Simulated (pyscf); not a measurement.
F–B(F)–Cl + F–Si(Cl)(Cl)–Cl -> boron trifluoride (F–B(F)–F) + silicon tetrachloride (Cl–Si(Cl)(Cl)–Cl), a four-centre exchange (singlet surface; B–Cl, F–Si broken, B–F, Cl–Si formed). Structures and frequencies: ωB97X-D3(BJ)/def2-SVP in PySCF. Energies in kJ/mol from the separated reactants.

Small-basis levels: PySCF, no dispersion term, spherical d functions. AM1 to PM7: differences of heats of formation from MOPAC. Cost: rough CPU time at the saddle relative to B3LYP/6-31G*, from one job on a shared machine.

```json
[
 {"level": "HF/6-31G*", "barrier": "196.2", "reaction energy": "-17.1", "cost": "0.2"},
 {"level": "MP2/6-31G*", "barrier": "[?]", "reaction energy": "-2.4", "cost": "0.2"},
 {"level": "SVWN5/6-31G*", "barrier": "[?]", "reaction energy": "-14.6", "cost": "1"},
 {"level": "B3LYP/LANL2DZ", "barrier": "98.7", "reaction energy": "-16.6", "cost": "0.5"},
 {"level": "B3LYP/6-311+G**", "barrier": "145.7", "reaction energy": "-11.8", "cost": "2"},
 {"level": "B3LYP/def2-SVP", "barrier": "111.1", "reaction energy": "-22.8", "cost": "0.9"},
 {"level": "PM3", "barrier": "-17.3", "reaction energy": "-31.9", "cost": "under 0.02"},
 {"level": "ωB97M-D3(BJ)/def2-TZVP", "barrier": "[?]", "reaction energy": "-15.2", "cost": "–"}
]
```

Question: Complete the blanks.

Answer: 
- MP2/6-31G*, barrier: 137.8
- SVWN5/6-31G*, barrier: 45.1
- ωB97M-D3(BJ)/def2-TZVP, barrier: 117.7

Against the last row the barrier runs from -135.0 (PM3) to +78.4 kJ/mol (HF/6-31G*). At PM3 this geometry lies under one side, so the entry may be no barrier of that level: it is a single point on another level's saddle. ωB97M-D3(BJ)/def2-TZVP has limits of its own. One saddle was located; it need not be the lowest between these sides.
